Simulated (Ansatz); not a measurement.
**HCl (triplet): the correlation ladder, def2-QZVPP**

One table from this session's results is given with a row withheld; the runs are named, their logs left out.

Method: def2-QZVPP, core rule «outside noble gas», up to 5 orbitals frozen; program: Ansatz 0.2.0, Gaussian basis.

Plan: UHF; ROHF; CCSD(T) on UHF.

2 further runs of the same task are left out: 2 set aside as unsound or not needed.

### The geometry

The geometry is a PBE0/def2-TZVP stationary point (not a proven minimum) of the parent state, kept for this charge and spin.

2 atoms, charge 0, spin multiplicity 3.

Atoms are counted from 1 here; the program's logs count them from 0.

Bond lengths: Cl1–H2 1.279 Å.

Set-up of the first run:

The input, in.yaml:

```yaml
crystal:
  periodic: [false, false, false]
  atoms:
    - {symbol: Cl, position_ang: [0.000000, 0.000000, 0.000000]}
    - {symbol: H, position_ang: [0.000000, 0.000000, 1.278800]}
basis:
  gaussian: {orbitals: "def2-QZVPP.json"}
magnetization: {spin_polarized: true, initial_magnetization: 2}
hamiltonian: {xc: hf}
output: {orbitals: {seedname: orbitals}}
```

Command:

```console
$ ansatz run in.yaml --threads 1 --pin off --events-out ev --progress --plain --max-ram 2393MiB
```

Steps of the session up to this table: UHF; ROHF; CCSD(T) on UHF.

One table of the session follows, with a row left open; its other results are not shown here.

| method | from UCCSD(T) (meV) |
| --- | --- |
| ROHF | +6374.1 |
| UHF | +6169.3 |
| UMP2 | ? |
| UCCSD | +227.8 |
| UCCSD(T) | 0 |

**Question.** Estimate the row for UMP2.

**Answer.** from UCCSD(T) (meV): +869.9. In the column «from UCCSD(T) (meV)» it lies between UCCSD (+227.8) and UHF (+6169.3).
